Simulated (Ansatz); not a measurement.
## Bulk modulus B0 of rock-salt LiF: levels of theory against measurement

Reference value: 76.3 GPa (measured, 0 K value with the zero-point phonon effect removed; as tabulated in Mejia-Rodriguez and Trickey (2018), arXiv:1807.09216).

**Question.** Put these levels in order of the bulk modulus B0 that they give for rock-salt LiF, smallest first: HSE06 (Ansatz, an electronic-structure program), PBE (Ansatz), r²SCAN+rVV10 (Ansatz).

**Answer.** PBE (67.1 GPa), HSE06 (73.6 GPa), r²SCAN+rVV10 (80.0 GPa)

Unless a cell is named, each level is at its own relaxed cell (PBE 8.41, r²SCAN+rVV10 7.84, HSE06 8.07 Å³/atom).

Errors against the reference: PBE -12.1 %, r²SCAN+rVV10 +4.8 %, HSE06 -3.5 %.

Each level is taken at its own relaxed cell. Cutoffs and k meshes differ between the levels. Ansatz's density-functional and Hartree–Fock values are scalar-relativistic unless marked +SOC, with PAW data made under PBE.

Differences are worked out from the printed values.
